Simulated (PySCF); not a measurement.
dimethyl disulfide, C₂H₆S₂, SMILES CSSC, point group C2.

Force field and properties: B3LYP/pcSseg-1 (PySCF, grid level 2). Vibrational terms come from second-order perturbation theory with semi-diagonal cubic constants, by steps of ±0.6 along the normal coordinates of each isotopologue. The parent has the commonest isotopes.

Equilibrium geometry (Å):

| atom | x | y | z |
| --- | --- | --- | --- |
| C1 | -1.9115 | -0.0919 | 0.3174 |
| S2 | -0.8186 | 1.0494 | -0.6160 |
| S3 | 0.8259 | 1.2751 | 0.6455 |
| C4 | 1.9185 | -0.1191 | 0.1660 |
| H5 | -1.4542 | -1.0776 | 0.4354 |
| H6 | -2.1646 | 0.3274 | 1.2938 |
| H7 | -2.8231 | -0.1912 | -0.2818 |
| H8 | 1.4615 | -1.0844 | 0.3981 |
| H9 | 2.1708 | -0.0652 | -0.8956 |
| H10 | 2.8307 | -0.0038 | 0.7615 |

Question: Give the equilibrium and ground-state rotational constants (MHz) of parent; ²H at 7.

Answer: 
```
species      Ae      Be      Ce      A0      B0      C0  Δ0 (u Å²)  harmonic ZPE (cm⁻¹)
 parent  8119.2    2652    2459  8111.4  2628.8  2438.1    -47.265                16854
²H at 7  8031.2  2541.6  2356.4  8019.1  2520.7  2336.7    -47.230                16171
```

Δ0 = Ic − Ia − Ib from the ground-state constants.

Question: How is the parent's vibrational correction B0 − Be made up?

Answer: 
| axis | harmonic | Coriolis | cubic | total (MHz) |
| --- | --- | --- | --- | --- |
| a | 19.9 | -22.8 | -4.98 | -7.83 |
| b | 4.09 | -2.43 | -24.9 | -23.2 |
| c | 2.62 | -2.26 | -21.3 | -21 |

Question: And its quartic centrifugal distortion constants from the harmonic force field?

Answer: Asymmetric top, A reduction, Ir representation: ΔJ = 1.55 kHz, ΔJK = -5.42 kHz, ΔK = 28.4 kHz, δJ = 0.391 kHz, δK = 17.6 kHz.

A mode lies under 250 cm⁻¹, where this perturbation treatment is rough. Internal rotors are held in one well.
